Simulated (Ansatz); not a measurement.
Species: BF3, SMILES `FB(F)F` (charge 0, multiplicity 1).

Question: Give a relaxed geometry from PBE0-D3(BJ)/def2-TZVP (Ansatz, a program for electronic structure).

Answer: the end point of this relaxation (outside a Z-matrix the atoms follow the SMILES, hydrogens last).
Z-matrix (Å, degrees):
```
B
F 1 1.3112
F 1 1.3112 2 120.00
F 1 1.3112 2 120.00 3 180.00
```
